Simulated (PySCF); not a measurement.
Calculation: PBE-D3(BJ)/def2-TZVP // CAM-B3LYP-D3(BJ)/def2-TZVP (PySCF). All species are isolated molecules in the gas phase. 

Reference species (SMILES): `Cl[Si](Cl)(Cl)Cl` (neutral, multiplicity 1).

- HOMO–LUMO gap = 6.51 eV
- LUMO = -1.59 eV
- HOMO = -8.10 eV

Changed species: `[SiH4]` (4 of 4 Cl replaced by H; the reference has 0 of 4 Cl replaced by H).

Problem. What does the change do to the HOMO–LUMO gap, LUMO and HOMO?

Solution. the HOMO–LUMO gap increases by 2.27 eV, to 8.78 eV; the LUMO rises by 1.85 eV, to 0.26 eV; the HOMO falls by 0.42 eV, to -8.52 eV.
